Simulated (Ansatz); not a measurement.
# NH (imidogen) at UCCSD(T)/3-21G

What is the vertical ionisation energy of NH (imidogen) at UCCSD(T)/3-21G? 

Program for the calculation: Ansatz 0.2.0.

56 further runs of the same task are left out: 56 set aside as unsound or not needed.

### Step 1. The structure to begin with

NH: 2 atoms, total charge 0, spin state triplet. SMILES: `[NH]`. The bond length is the measured one.

Bond lengths: N1–H2 1.036 Å.

### Step 2. A single-point energy at UCCSD(T)/3-21G

Contents of molecule.yaml:

```yaml
basis:
  gaussian:
    orbitals: 3-21G.json
crystal:
  periodic: [false, false, false]
  atoms:
    - {symbol: "N", position_ang: [0.000000, 0.000000, 0.000000]}
    - {symbol: H, position_ang: [0.000000, 0.000000, 1.036210]}
scf:
  omitted_lower_state_checks: [cluster_reference, increment]
magnetization:
  spin_polarized: true
  initial_magnetization: 2
correlation:
  method: ccsd_t
  frozen_orbitals: {H: 0, "N": 1}
accuracy: high
```

The basis set 3-21G is read from a file made from the Basis Set Exchange's data (not shown).

The run is started by

```console
$ ansatz run molecule.yaml --threads 1 --pin off --max-ram 2610MiB --events-out events.jsonl --progress --plain --runs-dir runs
```

What it wrote (excerpt; [...] marks lines left out):

```text
Warning: RAYON_NUM_THREADS=1 ignored (pool sized by the plan → 1); use --threads N
Functional definition: HF
  name "HF"
[...]
210 factors; integrals over basis functions are off by at most 6.8e-9 eV
[...]
mean field -1487.35203820 eV, -54.6591792403 hartree, gradient 9.1e-9 eV, S^2 2.011756; 0 other end points of the search recorded, 0 dependent functions left out
1 core orbitals not correlated: weight in the atoms' cores, before any rotation towards them, 1.000 or more for the frozen orbitals, at most 0.000 for the correlated occupied ones
reference -1487.35203820 eV, -54.6591792403 hartree; 4, 2 occupied and 6, 8 virtual orbitals, 210 factors
second order -1.46767288 eV of doubles, -0.00000000 eV of singles
cycle   1  -1.68186066 eV  change   -2.1e-1 eV  update   2.8e-2
[...]
cycle  17  -1.77416235 eV  change  -1.7e-10 eV  update  3.7e-10
perturbative correction -0.01202910 eV, -0.0004420612 hartree
Total energy: -1489.13822964 eV, -54.7248205653 hartree
Checks for a lower state left out: cluster_reference, increment
```

Run time: 0.22 s. Hardware: 1 thread of Arm Neoverse V1, shared host.

### Step 3. The doublet cation at the same level

Contents of input.yaml:

```yaml
crystal:
  periodic: [false, false, false]
  atoms:
    - {symbol: "N", position_ang: [0.000000, 0.000000, 0.000000]}
    - {symbol: H, position_ang: [0.000000, 0.000000, 1.036210]}
basis:
  gaussian:
    orbitals: 3-21G.json
total_charge: 1
magnetization:
  spin_polarized: true
  initial_magnetization: 1
correlation:
  method: ccsd_t
  frozen_orbitals: {H: 0, "N": 1}
accuracy: high
scf:
  omitted_lower_state_checks: [cluster_reference, increment]
```

The basis set 3-21G is read from a file made from the Basis Set Exchange's data (not shown).

The run is started by

```console
$ ansatz run input.yaml --threads 1 --pin off --max-ram 2610MiB --events-out events.jsonl --progress --plain --runs-dir runs
```

What it wrote:

```text
Warning: RAYON_NUM_THREADS=1 ignored (pool sized by the plan → 1); use --threads N
[... 14 lines left out ...]
1 core orbitals not correlated: weight in the atoms' cores, before any rotation towards them, 1.000 or more for the frozen orbitals, at most 0.000 for the correlated occupied ones
[... 39 lines left out ...]
Total energy: -1476.45846341 eV, -54.2588477507 hartree
Checks for a lower state left out: cluster_reference, increment
```

Run time: 0.26 s. Hardware: 1 thread of Arm Neoverse V1, shared host.

### Step 4. Summary of results

At UCCSD(T)/3-21G, 1 core orbital frozen:

| quantity | value |
| --- | --- |
| triplet NH: total energy | -54.72482 Eh |
| triplet NH: correlation energy (1 core orbital frozen) | -65.6 mEh |
| triplet NH: (T) correction | -0.44 mEh |
| triplet NH: ⟨S²⟩ of the reference determinant | 2.012 |
| triplet NH: T1 diagnostic | 0.006 |
| doublet cation: total energy | -54.25885 Eh |
| doublet cation: correlation energy (1 core orbital frozen) | -62.3 mEh |
| doublet cation: (T) correction | -0.63 mEh |
| doublet cation: ⟨S²⟩ of the reference determinant | 1.191 |
| doublet cation: T1 diagnostic | 0.168 |
| vertical ionisation energy (to the doublet cation) | 12.680 eV |

**Reading.** The vertical ionisation energy comes to 12.68 eV (292 kcal/mol). The triples (triplet NH) make up 0.7 % of the correlation energy. ⟨S²⟩ (doublet cation) is 1.19 where a pure doublet has 0.75: the reference is spin-contaminated. The T1 diagnostic (doublet cation) of 0.168 is above the customary mark for such species, so a single reference may not serve. The triples (doublet cation) make up 1.0 % of the correlation energy.
